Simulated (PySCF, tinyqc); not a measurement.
Worked calculation: FCI on RHF in the sto-6g basis, for HF, spin multiplicity 1. The lowest restricted solution is unstable here: a spin-polarised one lies 0.1574 hartree lower (PySCF). Computed by tinyqc, a small Python program that keeps every step (integrals from PySCF). Settings: charge = 0, multiplicity = 1, basis = sto-6g, method = RHF, energy threshold = 1e-10, iteration cap = 66, orthogonalisation = symmetric, start = atomic densities, DIIS depth = 6, ci = FCI. Command: `OMP_NUM_THREADS=1 python tinyqc.py 30339 30340 out.jsonl` (the two numbers bound the seeds that draw the settings). One thread of a shared host (Intel(R) Xeon(R) Processor @ 2.60GHz), about 0.2 s of CPU time with the checks. The early iterations of the SCF are left out here.

## One-electron integrals

Geometry (angstrom):
```
atom        x        y        z
F     0.00000  0.00000  0.00000
H     0.00000  0.00000  1.82900
```

Basis sto-6g: exponents (1/bohr^2) and contraction coefficients of normalised primitives:
```
element  l (shell)    exponent  coefficient
F            s (1)  1728.62657      0.00916
F            s (1)   316.94179      0.04936
F            s (1)    88.66889      0.16854
F            s (1)    30.46016      0.37056
F            s (1)    11.82857      0.41649
F            s (1)     4.87166      0.13033
F            s (2)    67.03228     -0.01325
F            s (2)    13.26744     -0.04699
F            s (2)     4.12351     -0.03379
F            s (2)     1.58646      0.25024
F            s (2)     0.68900      0.59512
F            s (2)     0.31582      0.24071
F            p (3)    67.03228      0.00376
F            p (3)    13.26744      0.03768
F            p (3)     4.12351      0.17390
F            p (3)     1.58646      0.41804
F            p (3)     0.68900      0.42586
F            p (3)     0.31582      0.10171
H            s (1)    35.52322      0.00916
H            s (1)     6.51314      0.04936
H            s (1)     1.82214      0.16854
H            s (1)     0.62596      0.37056
H            s (1)     0.24308      0.41649
H            s (1)     0.10011      0.13033
```

Overlap, kinetic and nuclear-attraction integrals over the contracted functions; the nuclear repulsion is the sum of Za Zb / Rab.

nuclear repulsion = 2.6039338 hartree

overlap S, order 1F 1s, 1F 2s, 1F 2px, 1F 2py, 1F 2pz, 2H 1s:
```
[[1.00000, 0.23248, 0.00000, 0.00000, 0.00000, 0.00610],
 [0.23248, 1.00000, 0.00000, 0.00000, 0.00000, 0.08786],
 [0.00000, 0.00000, 1.00000, 0.00000, 0.00000, 0.00000],
 [0.00000, 0.00000, 0.00000, 1.00000, 0.00000, 0.00000],
 [0.00000, 0.00000, 0.00000, 0.00000, 1.00000, 0.08421],
 [0.00610, 0.08786, 0.00000, 0.00000, 0.08421, 1.00000]]
```

kinetic energy T (hartree), order 1F 1s, 1F 2s, 1F 2px, 1F 2py, 1F 2pz, 2H 1s:
```
[[37.39773, -1.14335, 0.00000, 0.00000, 0.00000, -0.00242],
 [-1.14335, 1.08230, 0.00000, 0.00000, 0.00000, -0.01876],
 [0.00000, 0.00000, 3.25133, 0.00000, 0.00000, 0.00000],
 [0.00000, 0.00000, 0.00000, 3.25133, 0.00000, 0.00000],
 [0.00000, 0.00000, 0.00000, 0.00000, 3.25133, -0.00550],
 [-0.00242, -0.01876, 0.00000, 0.00000, -0.00550, 0.76852]]
```

nuclear attraction V (hartree), order 1F 1s, 1F 2s, 1F 2px, 1F 2py, 1F 2pz, 2H 1s:
```
[[-78.11178, -7.93297, 0.00000, 0.00000, -0.00400, -0.23715],
 [-7.93297, -11.76476, 0.00000, 0.00000, -0.04738, -0.64962],
 [0.00000, 0.00000, -11.75867, 0.00000, 0.00000, 0.00000],
 [0.00000, 0.00000, 0.00000, -11.75867, 0.00000, 0.00000],
 [-0.00400, -0.04738, 0.00000, 0.00000, -11.77542, -0.52085],
 [-0.23715, -0.64962, 0.00000, 0.00000, -0.52085, -3.84089]]
```

core Hamiltonian H = T + V (hartree), order 1F 1s, 1F 2s, 1F 2px, 1F 2py, 1F 2pz, 2H 1s:
```
[[-40.71405, -9.07632, 0.00000, 0.00000, -0.00400, -0.23957],
 [-9.07632, -10.68246, 0.00000, 0.00000, -0.04738, -0.66838],
 [0.00000, 0.00000, -8.50734, 0.00000, 0.00000, 0.00000],
 [0.00000, 0.00000, 0.00000, -8.50734, 0.00000, 0.00000],
 [-0.00400, -0.04738, 0.00000, 0.00000, -8.52409, -0.52636],
 [-0.23957, -0.66838, 0.00000, 0.00000, -0.52636, -3.07237]]
```

## Two-electron integrals

Functions are numbered as in S; the eight-fold symmetry (ij|kl) = (ji|kl) = (kl|ij) leaves the list below.

Two-electron integrals (ij|kl) in chemists' order, unique and non-zero (hartree):
```
(11|11) 5.40624   (21|11) 0.76813   (21|21) 0.13891   (22|11) 1.26627
(22|21) 0.28399   (22|22) 0.92637   (31|31) 0.02945   (32|31) 0.04468
(32|32) 0.20475   (33|11) 1.26627   (33|21) 0.28399   (33|22) 0.92637
(33|33) 0.99808   (41|41) 0.02945   (42|41) 0.04468   (42|42) 0.20475
(43|43) 0.05379   (44|11) 1.26627   (44|21) 0.28399   (44|22) 0.92637
(44|33) 0.89051   (44|44) 0.99808   (51|51) 0.02945   (52|51) 0.04468
(52|52) 0.20475   (53|53) 0.05379   (54|54) 0.05379   (55|11) 1.26627
(55|21) 0.28399   (55|22) 0.92637   (55|33) 0.89051   (55|44) 0.89051
(55|55) 0.99808   (61|11) 0.02135   (61|21) 0.00371   (61|22) 0.00744
(61|33) 0.00743   (61|44) 0.00743   (61|51) 0.00016   (61|52) 0.00032
(61|55) 0.00746   (61|61) 0.00010   (62|11) 0.06753   (62|21) 0.01544
(62|22) 0.05795   (62|33) 0.05713   (62|44) 0.05713   (62|51) 0.00111
(62|52) 0.00909   (62|55) 0.05958   (62|61) 0.00041   (62|62) 0.00501
(63|31) 0.00153   (63|32) 0.00935   (63|53) 0.00183   (63|63) 0.00066
(64|41) 0.00153   (64|42) 0.00935   (64|54) 0.00183   (64|64) 0.00066
(65|11) 0.05254   (65|21) 0.01215   (65|22) 0.04858   (65|33) 0.04680
(65|44) 0.04680   (65|51) 0.00221   (65|52) 0.01588   (65|55) 0.05213
(65|61) 0.00034   (65|62) 0.00514   (65|65) 0.00584   (66|11) 0.28903
(66|21) 0.06719   (66|22) 0.28856   (66|33) 0.28331   (66|44) 0.28331
(66|51) 0.00396   (66|52) 0.04644   (66|55) 0.29905   (66|61) 0.00180
(66|62) 0.03634   (66|65) 0.04259   (66|66) 0.77500
```

## Orthogonalisation

S = U s U^T; symmetric (Loewdin) form X = U s^(-1/2) U^T, so that X^T S X = 1.

eigenvalues of S: [0.75165, 0.91963, 1.00000, 1.00000, 1.07597, 1.25275]

X, order 1F 1s, 1F 2s, 1F 2px, 1F 2py, 1F 2pz, 2H 1s:
```
[[1.02116, -0.12073, 0.00000, 0.00000, -0.00037, 0.00488],
 [-0.12073, 1.02419, 0.00000, 0.00000, 0.00288, -0.04535],
 [0.00000, 0.00000, 1.00000, 0.00000, 0.00000, 0.00000],
 [0.00000, 0.00000, 0.00000, 1.00000, 0.00000, 0.00000],
 [-0.00037, 0.00288, 0.00000, 0.00000, 1.00269, -0.04250],
 [0.00488, -0.04535, 0.00000, 0.00000, -0.04250, 1.00567]]
```

## Iteration 9 (converged): orbitals

converged F (hartree), order 1F 1s, 1F 2s, 1F 2px, 1F 2py, 1F 2pz, 2H 1s:
```
[[-26.26044, -6.37134, 0.00000, 0.00000, -0.00600, -0.17035],
 [-6.37134, -2.87493, 0.00000, 0.00000, 0.00260, -0.20917],
 [0.00000, 0.00000, -0.47165, 0.00000, 0.00000, 0.00000],
 [0.00000, 0.00000, 0.00000, -0.47165, 0.00000, 0.00000],
 [-0.00600, 0.00260, 0.00000, 0.00000, -0.14585, -0.23487],
 [-0.17035, -0.20917, 0.00000, 0.00000, -0.23487, -0.13623]]
```

Diagonalise F' = X^T F X, C = X C', fill 5 alpha and 5 beta electrons from the bottom; D = 2 C_occ C_occ^T. Each column has its largest component positive (the first on a tie).

F' = X^T F X (hartree):
```
[[-25.85583, -3.15750, 0.00000, 0.00000, -0.00944, 0.00254],
 [-3.15750, -1.80544, 0.00000, 0.00000, 0.01664, -0.10791],
 [0.00000, 0.00000, -0.47165, 0.00000, 0.00000, 0.00000],
 [0.00000, 0.00000, 0.00000, -0.47165, 0.00000, 0.00000],
 [-0.00944, 0.01664, 0.00000, 0.00000, -0.12681, -0.22605],
 [0.00254, -0.10791, 0.00000, 0.00000, -0.22605, -0.10426]]
```

orbital energies (hartree): [-26.26346, -1.40666, -0.47165, -0.47165, -0.33839, 0.11618]

coefficients C, order 1F 1s, 1F 2s, 1F 2px, 1F 2py, 1F 2pz, 2H 1s:
```
[[0.99730, -0.24927, 0.00000, 0.00000, 0.01674, 0.01862],
 [0.01138, 1.02400, 0.00000, 0.00000, -0.08717, -0.09652],
 [0.00000, 0.00000, 0.99945, -0.03322, 0.00000, 0.00000],
 [0.00000, 0.00000, 0.03322, 0.99945, 0.00000, 0.00000],
 [0.00027, 0.00014, 0.00000, 0.00000, 0.70403, -0.71522],
 [-0.00055, 0.03725, 0.00000, 0.00000, 0.65525, 0.76453]]
```

D after iteration 9, order 1F 1s, 1F 2s, 1F 2px, 1F 2py, 1F 2pz, 2H 1s:
```
[[2.11404, -0.49074, 0.00000, 0.00000, 0.02404, 0.00228],
 [-0.49074, 2.11259, 0.00000, 0.00000, -0.12245, -0.03796],
 [0.00000, 0.00000, 2.00000, 0.00000, 0.00000, 0.00000],
 [0.00000, 0.00000, 0.00000, 2.00000, 0.00000, 0.00000],
 [0.02404, -0.12245, 0.00000, 0.00000, 0.99131, 0.92264],
 [0.00228, -0.03796, 0.00000, 0.00000, 0.92264, 0.86149]]
```

Within a degenerate level the vectors are fixed only up to a rotation; this is one choice.

## Convergence

Stop when the energy changes by less than 1e-10 hartree and every element of the error matrix X^T (F D S - S D F) X is below 3e-06.

Course of the cycle:
```
iteration  E (hartree)     change  largest element of the error matrix
1          -99.8653101          -                             2.30e-01
2          -99.0312723   8.34e-01                             3.75e-01
3          -99.1868041  -1.56e-01                             2.39e-01
4          -99.2264476  -3.96e-02                             8.39e-02
5          -99.2300773  -3.63e-03                             4.45e-02
6          -99.2314003  -1.32e-03                             4.06e-04
7          -99.2314004  -1.32e-07                             7.76e-05
8          -99.2314004  -4.04e-09                             4.28e-06
9          -99.2314004  -1.23e-11                             1.72e-07
```

PySCF RHF in the same basis = -99.2314004 hartree

Converged in 9 iterations.

## Integrals over molecular orbitals

(pq|rs) = sum C_ip C_jq C_kr C_ls (ij|kl), one index at a time.

one-electron integrals over orbitals h = C^T H C (hartree):
```
[[-40.70137, 0.74501, 0.00000, 0.00000, -0.04713, -0.05514],
 [0.74501, -9.14841, 0.00000, 0.00000, 0.24019, 0.33934],
 [0.00000, 0.00000, -8.50734, 0.00000, 0.00000, 0.00000],
 [0.00000, 0.00000, 0.00000, -8.50734, 0.00000, 0.00000],
 [-0.04713, 0.24019, 0.00000, 0.00000, -6.01905, 2.72433],
 [-0.05514, 0.33934, 0.00000, 0.00000, 2.72433, -5.57629]]
```

Two-electron integrals over orbitals (pq|rs), unique and non-zero (hartree):
```
(11|11) 5.38306    (21|11) -0.54430   (21|21) 0.08867    (22|11) 1.27620
(22|21) -0.02567   (22|22) 0.89712    (31|31) 0.03033    (32|31) 0.04062
(32|32) 0.19440    (33|11) 1.26599    (33|21) -0.01453   (33|22) 0.90968
(33|33) 0.99808    (41|41) 0.03033    (42|41) 0.04062    (42|42) 0.19440
(43|43) 0.05379    (44|11) 1.26599    (44|21) -0.01453   (44|22) 0.90968
(44|33) 0.89051    (44|44) 0.99808    (51|11) 0.03686    (51|21) -0.00604
(51|22) 0.00181    (51|33) 0.00093    (51|44) 0.00093    (51|51) 0.01561
(52|11) -0.05550   (52|21) 0.00181    (52|22) -0.02959   (52|33) -0.03176
(52|44) -0.03176   (52|51) 0.02083    (52|52) 0.10936    (53|31) -0.00251
(53|32) -0.01060   (53|53) 0.02903    (54|41) -0.00251   (54|42) -0.01060
(54|54) 0.02903    (55|11) 0.80171    (55|21) -0.00743   (55|22) 0.62018
(55|33) 0.60640    (55|44) 0.60640    (55|51) -0.00028   (55|52) 0.00021
(55|55) 0.59429    (61|11) 0.04160    (61|21) -0.00682   (61|22) 0.00192
(61|33) 0.00112    (61|44) 0.00112    (61|51) -0.01480   (61|52) -0.02104
(61|55) 0.00130    (61|61) 0.01585    (62|11) -0.06181   (62|21) 0.00192
(62|22) -0.03421   (62|33) -0.03534   (62|44) -0.03534   (62|51) -0.02003
(62|52) -0.09436   (62|55) -0.01486   (62|61) 0.01971    (62|62) 0.09113
(63|31) -0.00273   (63|32) -0.01149   (63|53) -0.02622   (63|63) 0.02632
(64|41) -0.00273   (64|42) -0.01149   (64|54) -0.02622   (64|64) 0.02632
(65|11) -0.48741   (65|21) 0.00717    (65|22) -0.30961   (65|33) -0.30318
(65|44) -0.30318   (65|51) 0.00090    (65|52) 0.04020    (65|55) -0.07914
(65|61) -0.00205   (65|62) 0.01160    (65|65) 0.29367    (66|11) 0.76064
(66|21) -0.00746   (66|22) 0.58177    (66|33) 0.56978    (66|44) 0.56978
(66|51) 0.00436    (66|52) 0.02136    (66|55) 0.59090    (66|61) -0.00339
(66|62) -0.02891   (66|65) -0.03240   (66|66) 0.60191
```

## FCI: determinants and Hamiltonian

Hartree-Fock energy = -99.2314004 hartree

Slater-Condon rules over spin orbitals, with the nuclear repulsion added and E(HF) subtracted on the diagonal. Only determinants linked to the reference directly or through others are kept (one block of an abelian symmetry group), so some states are absent.

Occupation strings over the orbitals (2 doubly, a alpha, b beta, 0 empty; spin orbitals ordered 1a 1b 2a 2b ...): 222220 2222ab 2a222b a2222b 2222ba 2b222a b2222a 222202 2a22b2 a222b2 222022 220222 2b22a2 202222 ab2222 b222a2 ba2222 022222

H - E(HF) between determinants (hartree), order 222220, 2222ab, 2a222b, a2222b, 2222ba, 2b222a, b2222a, 222202, 2a22b2, a222b2, 222022, 220222, 2b22a2, 202222, ab2222, b222a2, ba2222, 022222:
```
[[0.00000, 0.00000, 0.00000, 0.00000, 0.00000, 0.00000, 0.00000, 0.29367, -0.01160, 0.00205, 0.02632, 0.02632, 0.01160, 0.09113, -0.01971, -0.00205, 0.01971, 0.01585],
 [0.00000, 0.15734, -0.00976, -0.00641, -0.29367, -0.01160, 0.00205, 0.04673, 0.04020, 0.00090, 0.02622, 0.02622, -0.01406, 0.09436, -0.02003, -0.00468, 0.02104, 0.01480],
 [0.00000, -0.00976, 1.03220, 0.02717, -0.01160, -0.09113, -0.01971, -0.04020, -0.27721, 0.00717, 0.01149, 0.01149, 0.09436, 0.00530, 0.00192, 0.02104, -0.00530, 0.00682],
 [0.00000, -0.00641, 0.02717, 25.63484, 0.00205, -0.01971, -0.01585, -0.00090, 0.00717, -0.45501, 0.00273, 0.00273, 0.02003, -0.00192, -0.03290, 0.01480, 0.00682, -0.04498],
 [0.00000, -0.29367, -0.01160, 0.00205, 0.15734, -0.00976, -0.00641, -0.04673, -0.01406, -0.00468, -0.02622, -0.02622, 0.04020, -0.09436, 0.02104, 0.00090, -0.02003, -0.01480],
 [0.00000, -0.01160, -0.09113, -0.01971, -0.00976, 1.03220, 0.02717, 0.04020, 0.09436, 0.02104, -0.01149, -0.01149, -0.27721, -0.00530, -0.00530, 0.00717, 0.00192, -0.00682],
 [0.00000, 0.00205, -0.01971, -0.01585, -0.00641, 0.02717, 25.63484, 0.00090, 0.02003, 0.01480, -0.00273, -0.00273, 0.00717, 0.00192, 0.00682, -0.45501, -0.03290, 0.04498],
 [0.29367, 0.04673, -0.04020, -0.00090, -0.04673, 0.04020, 0.00090, 0.32906, 0.03092, 0.01105, 0.02903, 0.02903, -0.03092, 0.10936, -0.02083, -0.01105, 0.02083, 0.01561],
 [-0.01160, 0.04020, -0.27721, 0.00717, -0.01406, 0.09436, 0.02003, 0.03092, 1.23896, 0.02720, 0.01060, 0.01060, -0.10936, 0.06071, 0.00181, -0.02083, 0.00896, 0.00604],
 [0.00205, 0.00090, 0.00717, -0.45501, -0.00468, 0.02104, 0.01480, 0.01105, 0.02720, 25.84425, 0.00251, 0.00251, -0.02083, -0.00181, -0.08663, -0.01561, 0.00604, -0.02609],
 [0.02632, 0.02622, 0.01149, 0.00273, -0.02622, -0.01149, -0.00273, 0.02903, 0.01060, 0.00251, 0.54916, 0.05379, -0.01060, 0.19440, -0.04062, -0.00251, 0.04062, 0.03033],
 [0.02632, 0.02622, 0.01149, 0.00273, -0.02622, -0.01149, -0.00273, 0.02903, 0.01060, 0.00251, 0.05379, 0.54916, -0.01060, 0.19440, -0.04062, -0.00251, 0.04062, 0.03033],
 [0.01160, -0.01406, 0.09436, 0.02003, 0.04020, -0.27721, 0.00717, -0.03092, -0.10936, -0.02083, -0.01060, -0.01060, 1.23896, -0.06071, 0.00896, 0.02720, 0.00181, -0.00604],
 [0.09113, 0.09436, 0.00530, -0.00192, -0.09436, -0.00530, 0.00192, 0.10936, 0.06071, -0.00181, 0.19440, 0.19440, -0.06071, 2.39989, -0.00896, 0.00181, 0.00896, 0.08867],
 [-0.01971, -0.02003, 0.00192, -0.03290, 0.02104, -0.00530, 0.00682, -0.02083, 0.00181, -0.08663, -0.04062, -0.04062, 0.00896, -0.00896, 27.20273, 0.00604, -0.08867, 0.50967],
 [-0.00205, -0.00468, 0.02104, 0.01480, 0.00090, 0.00717, -0.45501, -0.01105, -0.02083, -0.01561, -0.00251, -0.00251, 0.02720, 0.00181, 0.00604, 25.84425, -0.08663, 0.02609],
 [0.01971, 0.02104, -0.00530, 0.00682, -0.02003, 0.00192, -0.03290, 0.02083, 0.00896, 0.00604, 0.04062, 0.04062, 0.00181, 0.00896, -0.08867, -0.08663, 27.20273, -0.50967],
 [0.01585, 0.01480, 0.00682, -0.04498, -0.01480, -0.00682, 0.04498, 0.01561, 0.00604, -0.02609, 0.03033, 0.03033, -0.00604, 0.08867, 0.50967, 0.02609, -0.50967, 55.73336]]
```

## FCI: roots

Diagonalise (each vector has its largest component positive (the first on a tie)); all determinants have Ms = 0, so triplets appear too. The lowest singlet root is the correlation energy.

lowest roots of this matrix, relative to E(HF) (hartree): [-0.17552, -0.13717, 0.41043, 0.48730, 0.49537, 0.58781, 0.82959, 0.85054]

lowest vectors, order 222220, 2222ab, 2a222b, a2222b, 2222ba, 2b222a, b2222a, 222202, 2a22b2, a222b2, 222022, 220222, 2b22a2, 202222, ab2222, b222a2, ba2222, 022222:
```
[[0.85937, 0.00000, -0.29699, 0.35413],
 [0.03923, 0.70689, 0.60607, 0.28456],
 [-0.01178, 0.01182, -0.04467, 0.05124],
 [0.00003, 0.00013, 0.00026, 0.00010],
 [-0.03923, 0.70689, -0.60607, -0.28456],
 [0.01178, 0.01182, 0.04467, -0.05124],
 [-0.00003, 0.00013, -0.00026, -0.00010],
 [-0.50740, 0.00000, -0.40744, 0.65605],
 [0.01314, -0.01289, -0.04137, -0.00495],
 [0.00011, 0.00010, 0.00013, -0.00026],
 [-0.01007, 0.00000, -0.04252, -0.37209],
 [-0.01007, 0.00000, -0.04252, -0.37209],
 [-0.01314, -0.01289, 0.04137, 0.00495],
 [-0.01078, 0.00000, -0.01041, -0.00679],
 [0.00027, -0.00002, 0.00026, 0.00006],
 [-0.00011, 0.00010, -0.00013, 0.00026],
 [-0.00027, -0.00002, -0.00026, -0.00006],
 [-0.00010, 0.00000, -0.00005, -0.00003]]
```

<S^2> of these roots: [0.00000, 2.00000, 0.00000, 0.00000, 0.00000, 0.00000, 2.00000, 0.00000]

weight of the ground state by excitation level 0, 1, 2, ...: [0.73852, 0.00336, 0.25812]

The reference has a weight of only 0.74: one determinant is a poor start here. A root of higher spin lies below E(HF).
